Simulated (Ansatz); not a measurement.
Basis-set extrapolation for C₃H₇FO, SMILES `COCCF` (PBE0-D4/def2-TZVP geometry, frozen core, Ansatz). Multiplicity 1, RHF reference.

|  | def2-TZVPP | def2-QZVPP |
| --- | --- | --- |
| HF | -292.078091 | -292.091635 |
| MP2 correlation | -1.005290 | -1.082010 |
| CCSD(T) correlation | -1.079225 | not run |

Energies in hartree. Use E(X) = E(∞) + A·exp(−7.88·√X) for Hartree–Fock and E(X) = E(∞) + B·X^(−2.97) for correlation, with X = 3 and 4, and add CCSD(T) minus MP2 of the smaller set to the MP2 limit.

Q: What is the CCSD(T) energy at the basis-set limit?

A: HF limit: -292.091635 + (-0.013544) × 0.13774 = -292.09350. MP2 limit: -1.082010 + (-0.076720) × 0.74074 = -1.13884. Higher-order term: -1.079225 − (-1.005290) = -0.07394. Total: -293.30628 hartree, 93.5 kcal/mol below CCSD(T)/def2-TZVPP.
